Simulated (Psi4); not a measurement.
# Si2H3F (SMILES F[Si][SiH3]): a chain of runs

Aim: a structure relaxation (UPBE/6-31G*), then vibrational wavenumbers, then a single-point energy (USCS-MP2/aug-cc-pVDZ) of Si2H3F. 

The calculation is run with Psi4 1.11.

### 1 The system as given

Si2H3F: 6 atoms, total charge 0, spin state triplet. As SMILES, `F[Si][SiH3]`. The shape is that of a GFN2-xTB optimisation. The run starts from this shape.

Bond lengths: F1–Si2 1.664 Å, Si2–Si3 2.271 Å, Si3–H4 1.471 Å, Si3–H5 1.463 Å, Si3–H6 1.471 Å. Angles: F1–Si2–Si3 109.4°, Si2–Si3–H4 116.3°, Si2–Si3–H5 100.6°, Si2–Si3–H6 116.1°, H4–Si3–H5 109.3°, H4–Si3–H6 104.9°, H5–Si3–H6 109.4°.

### 2 A geometry optimisation at UPBE/6-31G(d) (density fitting, Cartesian functions) (run 1)

calc.dat reads:

```
memory 1600 MB

molecule molecule1 {
  0 3
  F      0.305600    -2.264910     1.255600
  Si     1.182750    -1.160380     0.372400
  Si    -0.176850     0.540110    -0.272780
  H     -1.296890     0.179960    -1.156100
  H      0.771310     1.376770    -1.009080
  H     -0.785920     1.328460     0.809960
  symmetry c1
}

set reference uks
set geom_maxiter 60

energy_value, wavefunction = opt('pbe/6-31G*', return_wfn=True)
print_variables()
```

Run with:

```
$ psi4 -i calc.dat -o calc.out -n 1
```

calc.out:

```text
Psi4 1.11 release

gradient() will perform analytic gradient computation.

   => Loading Basis Set <=

    Name: 6-31G*
    Role: ORBITAL
    Keyword: BASIS

         ---------------------------------------------------------
                                   SCF
                              UKS Reference
                        1 Threads,   1525 MiB Core
         ---------------------------------------------------------

  ==> Geometry <==

    Molecular point group: c1
    Full point group: C1

    Geometry (in Angstrom), charge = 0, multiplicity = 3:

       Center              X                  Y                   Z               Mass
    ------------   -----------------  -----------------  -----------------  -----------------
         F           -0.112814028596    -1.527819704791     0.931452584367    18.998403162730
         SI           0.764335971404    -0.423289704791     0.048252584367    27.976926534650
         SI          -0.595264028596     1.277200295209    -0.596927415633    27.976926534650
         H           -1.715304028596     0.917050295209    -1.480247415633     1.007825032230
         H            0.352895971404     2.113860295209    -1.333227415633     1.007825032230
         H           -1.204334028596     2.065550295209     0.485812584367     1.007825032230

  Running in c1 symmetry.

  Rotational constants: A =      0.65779  B =      0.11742  C =      0.10297 [cm^-1]
  Rotational constants: A =  19720.13455  B =   3520.07582  C =   3087.03889 [MHz]
  Nuclear repulsion =  132.965292027693152

  Charge       = 0
  Multiplicity = 3
  Electrons    = 40
  Nalpha       = 21
  Nbeta        = 19

  ==> Algorithm <==

  SCF Algorithm Type is DF.
  DIIS enabled.
  MOM disabled.
  Fractional occupation disabled.
  Guess Type is SAD.
  Energy threshold   = 1.00e-08
  Density threshold  = 1.00e-08
  Integral threshold = 1.00e-12

  ==> Primary Basis <==

  Basis Set: 6-31G*
    Blend: 6-31G*
    Number of shells: 28
    Number of basis functions: 59
    Number of Cartesian functions: 59
    Spherical Harmonics?: false
    Max angular momentum: 2

  ==> DFT Potential <==

   => LibXC <=

    Version 7.1.2

   => Composite Functional: PBE <=

    PBE GGA Exchange-Correlation Functional

    Deriv               =              1
    GGA                 =           TRUE
    Meta                =          FALSE

    Exchange Hybrid     =          FALSE
    MP2 Hybrid          =          FALSE

   => Exchange Functionals <=

    1.0000     XC_GGA_X_PBE

   => Correlation Functionals <=

    1.0000     XC_GGA_C_PBE

   => LibXC Density Thresholds  <==

    XC_GGA_C_PBE:  1.00E-12
    XC_GGA_X_PBE:  1.00E-15

   => Molecular Quadrature <=

    Radial Scheme          =       TREUTLER
    Pruning Scheme         =           NONE
    Nuclear Scheme         =       TREUTLER

    Blocking Scheme        =         OCTREE
    BS radius alpha        =              1
    Pruning alpha          =              1
    Radial Points          =             75
    Spherical Points       =            302
    Total Points           =         129880
    Total Blocks           =           1029
    Max Points             =            256
    Max Functions          =             58
    Weights Tolerance      =       1.00E-15

   => Loading Basis Set <=

    Name: (6-31G* AUX)
    Role: JKFIT
    Keyword: DF_BASIS_SCF

  ==> Integral Setup <==

  DFHelper Memory: AOs need 0.013 GiB; user supplied 0.942 GiB.
  SCF_SUBTYPE=INCORE selected. In-core MEM_DF algorithm will be used.
  Using in-core AOs.

  ==> MemDFJK: Density-Fitted J/K Matrices <==

    J tasked:                   Yes
    K tasked:                    No
    wK tasked:                   No
    Memory [MiB]:               964
    Algorithm:                 Core
    Schwarz Cutoff:           1E-12
    Mask sparsity (%):       0.9767
    Fitting Condition:        1E-10

   => Auxiliary Basis Set <=

  Basis Set: (6-31G* AUX)
    Blend: CC-PVDZ-JKFIT
    Number of shells: 123
    Number of basis functions: 416
    Number of Cartesian functions: 416
    Spherical Harmonics?: false
    Max angular momentum: 3

  Cached 100.0% of DFT collocation blocks in 0.175 [GiB].

  Minimum eigenvalue in the overlap matrix is 6.3732234676E-03.
  Reciprocal condition number of the overlap matrix is 1.1552847310E-03.
    Using symmetric orthogonalization.

  ==> Pre-Iterations <==

  SCF Guess: Superposition of Atomic Densities via on-the-fly atomic UHF (no occupation information).

   -------------------------
    Irrep   Nso     Nmo
   -------------------------
     A         59      59
   -------------------------
    Total      59      59
   -------------------------

  ==> Iterations <==

                           Total Energy        Delta E     RMS |[F,P]|

[... 1 line left out ...]
   @DF-UKS iter   1:  -680.04554395360833   -3.16371e-01   6.85090e-03 DIIS/ADIIS
[... 4 lines left out ...]
   @DF-UKS iter   6:  -680.13908482002853   -9.62289e-05   5.86375e-05 DIIS
[... 4 lines left out ...]
   @DF-UKS iter  11:  -680.13909752103643   -5.24096e-11   3.94701e-08 DIIS
[... 12 lines left out ...]
   @S^2 Expected:                2.000000000E+00
[... 51 lines left out ...]
  @DF-UKS Final Energy:  -680.13909752104155
[... 7 lines left out ...]
    Empirical Dispersion Energy =           0.0000000000000000
[... 27 lines left out ...]
 Dipole Z            :          2.8028310           -3.0727639           -0.2699329
[... 133 lines left out ...]
	  Convergence Criteria     1.00e-06 *    3.00e-04 *             o    1.20e-03 *             o~
[... 144 lines left out ...]
   @DF-UKS iter   2:  -680.14157875355750    9.47226e-04   8.83657e-04 DIIS/ADIIS
[... 4 lines left out ...]
   @DF-UKS iter   7:  -680.14296665918084   -6.06599e-09   2.47655e-07 DIIS
[... 12 lines left out ...]
   @Spin Contamination Metric:   2.092282273E-03
[... 5 lines left out ...]
    Final Occupation by Irrep:
[... 13 lines left out ...]
    DFT Exchange-Correlation Energy =     -52.9411204985866632
[... 27 lines left out ...]
 Dipole Y            :         -5.9876240            6.4014849            0.4138609
[... 101 lines left out ...]
	   Step    Total Energy     Delta E     Max Force     RMS Force      Max Disp      RMS Disp
[... 108 lines left out ...]
   @DF-UKS iter   1:  -680.14347140807013   -1.82942e-03   1.72047e-04 DIIS/ADIIS
[... 4 lines left out ...]
   @DF-UKS iter   6:  -680.14354130492893   -2.06389e-08   8.71937e-07 DIIS
[... 12 lines left out ...]
   @Spin Contamination Metric:   2.088554411E-03
[... 5 lines left out ...]
    Final Occupation by Irrep:
[... 13 lines left out ...]
    DFT Exchange-Correlation Energy =     -52.9370690542703102
[... 27 lines left out ...]
 Dipole Y            :         -6.0504942            6.4910389            0.4405447
[... 101 lines left out ...]
	   Step    Total Energy     Delta E     Max Force     RMS Force      Max Disp      RMS Disp
[... 114 lines left out ...]
   @DF-UKS iter   1:  -680.14361632346333    1.11631e-03   5.55441e-05 DIIS
[... 4 lines left out ...]
   @DF-UKS iter   6:  -680.14362373296842   -1.18848e-09   1.86742e-07 DIIS
[... 12 lines left out ...]
   @Spin Contamination Metric:   2.089727279E-03
[... 5 lines left out ...]
    Final Occupation by Irrep:
[... 13 lines left out ...]
    DFT Exchange-Correlation Energy =     -52.9381601229091174
[... 27 lines left out ...]
 Dipole Y            :         -6.0743376            6.5259391            0.4516015
[... 101 lines left out ...]
	   Step    Total Energy     Delta E     Max Force     RMS Force      Max Disp      RMS Disp
[... 97 lines left out ...]
   @DF-UKS iter   1:  -680.14365207257765    5.66126e-04   3.32887e-05 DIIS
[... 4 lines left out ...]
   @DF-UKS iter   6:  -680.14365446801617   -2.39788e-09   3.51378e-07 DIIS
[... 12 lines left out ...]
   @Spin Contamination Metric:   2.093564757E-03
[... 5 lines left out ...]
    Final Occupation by Irrep:
[... 13 lines left out ...]
    DFT Exchange-Correlation Energy =     -52.9387772898854649
[... 27 lines left out ...]
 Dipole Y            :         -6.0908069            6.5460885            0.4552815
[... 101 lines left out ...]
	   Step    Total Energy     Delta E     Max Force     RMS Force      Max Disp      RMS Disp
[... 97 lines left out ...]
   @DF-UKS iter   1:  -680.14366784818196   -2.08958e-06   2.94683e-05 DIIS
[... 4 lines left out ...]
   @DF-UKS iter   6:  -680.14367000809364   -1.53773e-09   1.46324e-07 DIIS
[... 12 lines left out ...]
   @Spin Contamination Metric:   2.098232199E-03
[... 5 lines left out ...]
    Final Occupation by Irrep:
[... 13 lines left out ...]
    DFT Exchange-Correlation Energy =     -52.9386574807002219
[... 27 lines left out ...]
 Dipole Y            :         -6.1061301            6.5604202            0.4542901
[... 101 lines left out ...]
	   Step    Total Energy     Delta E     Max Force     RMS Force      Max Disp      RMS Disp
[... 97 lines left out ...]
   @DF-UKS iter   1:  -680.14367230308778    4.08252e-05   1.20276e-05 DIIS
[... 4 lines left out ...]
   @DF-UKS iter   6:  -680.14367277899976   -1.77465e-10   1.10549e-07 DIIS
[... 12 lines left out ...]
   @S^2 Expected:                2.000000000E+00
[... 51 lines left out ...]
  @DF-UKS Final Energy:  -680.14367277903716
[... 7 lines left out ...]
    Empirical Dispersion Energy =           0.0000000000000000
[... 27 lines left out ...]
 Dipole Z            :          2.9665652           -3.2387224           -0.2721571
[... 26 lines left out ...]
  Nuclear repulsion =  129.744632693047947

   => Molecular Quadrature <=

    Radial Scheme          =       TREUTLER
    Pruning Scheme         =           NONE
    Nuclear Scheme         =       TREUTLER

    Blocking Scheme        =         OCTREE
    BS radius alpha        =              1
    Pruning alpha          =              1
    Radial Points          =             75
    Spherical Points       =            302
    Total Points           =         130052
    Total Blocks           =           1044
    Max Points             =            256
    Max Functions          =             58
    Weights Tolerance      =       1.00E-15

  -Total Gradient:
     Atom            X                  Y                   Z
    ------   -----------------  -----------------  -----------------
       1        0.000090295183    -0.000027733921    -0.000007309763
       2        0.000158865049     0.000128413887    -0.000118195237
       3       -0.000115988310     0.000096598786    -0.000025379792
       4        0.000046924386    -0.000018526556    -0.000016116688
       5       -0.000020051786     0.000072242367    -0.000036469349
       6        0.000051705726    -0.000003820388     0.000003203986

	total time  =          2 seconds =       0.03 minutes

    			-----------------------------------------

    			 OPTKING 3.0: for geometry optimizations

    			        with contributions from

    			-----------------------------------------

	                            ===> Fragment 1 <==

	 Z (Atomic Numbers)          Masses                          Geom
	       9.000000            18.998403          0.00934746 -3.10211401  1.82040431
	      14.000000            27.976927          1.32615880 -0.83952360  0.14880514
	      14.000000            27.976927         -1.15974933  2.58331728 -1.21669774
	       1.000000             1.007825         -3.26694272  1.81751759 -2.96194380
	       1.000000             1.007825          0.72907502  4.15320557 -2.63038066
	       1.000000             1.007825         -2.25781833  4.09970052  0.92045967

	 - Coordinate -           - BOHR/RAD -       - ANG/DEG -
	 R(1,2)           =         3.106051           1.643651
	 R(2,3)           =         4.445242           2.352321
	 R(3,4)           =         2.841232           1.503515
[... 11 lines of this table left out ...]
	 D(1,2,3,6)       =         1.085505          62.194830

	        --- Internal Coordinate Step in ANG or DEG, aJ/ANG or AJ/DEG ---
	-------------------------------------------------------------------------------
	           Coordinate      Previous         Force          Change          New
	           ----------      --------        ------          ------        ------
	               R(1,2)       1.64365       -0.00086       -0.00015       1.64350
	               R(2,3)       2.35232       -0.00022       -0.00023       2.35209
	               R(3,4)       1.50352        0.00015        0.00008       1.50360
[... 11 lines of this table left out ...]
	           D(1,2,3,6)      62.19483       -0.00000       -0.01751      62.17732
	-------------------------------------------------------------------------------

	                                 ==> Convergence Check <==

	Measures of convergence in internal coordinates in au.

	Criteria marked as inactive (o), active & met (*), and active & unmet ( ).

	----------------------------------------------------------------------------------------------
	   Step    Total Energy     Delta E     Max Force     RMS Force      Max Disp      RMS Disp
	----------------------------------------------------------------------------------------------
	  Convergence Criteria     1.00e-06 *    3.00e-04 *             o    1.20e-03 *             o
	----------------------------------------------------------------------------------------------
	     7    -680.14367278   -2.77e-06      1.04e-04 *    4.22e-05 o    9.00e-04 *    3.42e-04 o  ~
	----------------------------------------------------------------------------------------------

Next Geometry in Ang
	Fragment 1 (Ang)

	    F   0.0053164624  -1.6417042704   0.9633466257
	   Si   0.7016851609  -0.4443224062   0.0787829150
	   Si  -0.6135376756   1.3668644046  -0.6438109795
	    H  -1.7290778869   0.9622710337  -1.5672214418
	    H   0.3860561250   2.1975759746  -1.3918744553
	    H  -1.1952033793   2.1695618150   0.4867450079

    Final optimized geometry and variables:
    Molecular point group: c1
    Full point group: C1

    Geometry (in Angstrom), charge = 0, multiplicity = 3:

    F            0.004946463058    -1.641568040258     0.963316475846
    SI           0.701773016752    -0.444256757650     0.078744289848
    SI          -0.613712915886     1.367032631494    -0.643848715886
    H           -1.728791635611     0.961788890701    -1.567393157361
    H            0.385809886686     2.197781739982    -1.391937499474
    H           -1.194786008529     2.169468087004     0.487086279023

  Variable Map:
  ----------------------------------------------------------------------------
  "CURRENT ENERGY"              =>    -680.143672779037
  "CURRENT REFERENCE ENERGY"    =>    -680.143672779037
  "DD SOLVATION ENERGY"         =>       0.000000000000
  "DFT FUNCTIONAL TOTAL ENERGY" =>    -680.143672779037
  "DFT TOTAL ENERGY"            =>    -680.143672779037
  "DFT VV10 ENERGY"             =>       0.000000000000
  "DFT XC ENERGY"               =>     -52.938617931672
  "GRID ELECTRONS ALPHA"        =>      20.999973057757
  "GRID ELECTRONS BETA"         =>      18.999975958271
  "GRID ELECTRONS TOTAL"        =>      39.999949016029
  "NUCLEAR REPULSION ENERGY"    =>     129.744632693048
  "ONE-ELECTRON ENERGY"         =>   -1201.678952715956
  "OPTIMIZATION ITERATIONS"     =>       7.000000000000
  "PCM POLARIZATION ENERGY"     =>       0.000000000000
  "PE ENERGY"                   =>       0.000000000000
  "SCF ITERATION ENERGY"        =>    -680.143672779037
  "SCF ITERATIONS"              =>       8.000000000000
  "SCF TOTAL ENERGY"            =>    -680.143672779037
  "TWO-ELECTRON ENERGY"         =>     444.729265175543
  "XC GRID RADIAL POINTS"       =>      75.000000000000
  "XC GRID SPHERICAL POINTS"    =>     302.000000000000
  "XC GRID TOTAL POINTS"        =>  130052.000000000000

  Array Variable Map:
  ----------------------------------------------------------------------------
  "CURRENT DIPOLE"              =>       0.025454750998 ... -0.272157143394 1 by 3
  "CURRENT GRADIENT"            =>       0.000090295183 ... 0.000003203986 6 by 3
  "DFT TOTAL GRADIENT"          =>       0.000090295183 ... 0.000003203986 6 by 3
  "SCF DIPOLE"                  =>       0.025454750998 ... -0.272157143394 1 by 3
  "SCF TOTAL ENERGIES"          =>    -680.143713128304 ... -680.143672779037 1 by 9
  "SCF TOTAL GRADIENT"          =>       0.000090295183 ... 0.000003203986 6 by 3

    Psi4 run time: 0:00:55.84

[set-up sections that repeat, and orbital energies of the middle runs, are left out above]
```

The script printed:

```text
Optimizer: Optimization complete!
```

Run time: 58 s. Hardware: 1 thread of Intel Xeon Platinum 8259CL at 2.50GHz (Skylake/Cascade Lake), shared host; peak memory 0.43 GiB.

The path in brief:

| step | energy from the first frame kept (eV) | largest force (eV/Å) |
| --- | --- | --- |
| 0 | 0.0000 | 1.1676 |
| 1 | -0.1053 | 0.4596 |
| 2 | -0.1209 | 0.1113 |
| 3 | -0.1232 | 0.0557 |
| 4 | -0.1240 | 0.0446 |
| 5 | -0.1244 | 0.0279 |
| 6 | -0.1245 | 0.0121 |

After the run. Bond lengths: F1–Si2 1.644 Å, Si2–Si3 2.352 Å, Si3–H4 1.504 Å, Si3–H5 1.500 Å, Si3–H6 1.504 Å. Angles: F1–Si2–Si3 119.3°, Si2–Si3–H4 113.3°, Si2–Si3–H5 102.0°, Si2–Si3–H6 113.3°, H4–Si3–H5 109.7°, H4–Si3–H6 108.6°, H5–Si3–H6 109.7°.

(Part 1 of 2 ends here.)
